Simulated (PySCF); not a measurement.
# Static response to an electric field

H2NCO+, CH₂NO (charge +1).
Geometry (PBE0-D3(BJ)/def2-SVP, Å), atoms numbered from 1 in this order:
```xyz
5
CH2NO angstrom
N     -0.505   -0.004   -0.039
C      0.762   -0.046    0.008
O      1.888   -0.082    0.049
H     -0.997    0.899   -0.052
H     -1.055   -0.872   -0.062
```

Level: PBE0/def2-SVPD (PySCF), static field, nuclei fixed, core orbitals frozen in the response. The polarisability tensor in these axes (au):

```
x   28.27 -0.46  0.58
y   -0.46 14.22 -0.01
z    0.58 -0.01 12.53
```

Diagonalise the tensor; give its mean and Δα, where Δα² is half the sum of the squared differences of the eigenvalues.

Principal values 12.51, 14.20 and 28.31 au; mean 18.34 au = 2.72 Å³ = 3.02 × 10⁻⁴⁰ C²·m²/J; Δα = 15.02 au (82 % of the mean).

Directions of the eigenvectors, and the extent of the frame along each?

Largest value along (1.00, -0.03, 0.04), where the nuclei span 2.92 Å; middle along (0.03, 1.00, 0.01), 1.77 Å; least along (-0.04, 0.00, 1.00), 0.00 Å. The response follows the extents in order.

Sum over states: ᾱ = Σ f/ω², ω in Eh. What share falls to these 10 lowest TDDFT singlets (eV, f)? 6.25, 0.0000; 9.17, 0.0308; 9.59, 0.0073; 10.16, 0.0000; 11.07, 0.0000; 11.53, 0.0114; 11.67, 0.5877; 11.98, 0.0053; 12.23, 0.0000; 12.73, 0.0046.

They add up to 3.63 au, 19.8 % of the 18.34 au; the largest single term is 3.19 au, from the state at 11.67 eV. Terms in order: 0.00, 0.27, 0.06, 0.00, 0.00, 0.06, 3.19, 0.03, 0.00, 0.02 au. Higher excitations give the rest. The strengths listed sum to 0.647.

Give the eigenvalues of the traceless quadrupole moment Θ = ½Σq(3rr − r²1), origin at the centre of nuclear charge.

-6.32, 0.04, 6.28 D·Å. The values depend on the origin, since the species is charged. The electronic extent ⟨r²⟩ about the same centre is 128 bohr², a root-mean-square distance of 1.28 Å for the 22 electrons.

Rayleigh depolarisation ratio (linearly polarised light, static tensor)?

ρ = 3Δα²/(45ᾱ² + 4Δα²) = 676.9/(15136 + 902.5) = 0.0422.

Geometry: PBE0-D3(BJ)/def2-SVP; no solvent, vibrations or thermal averaging.
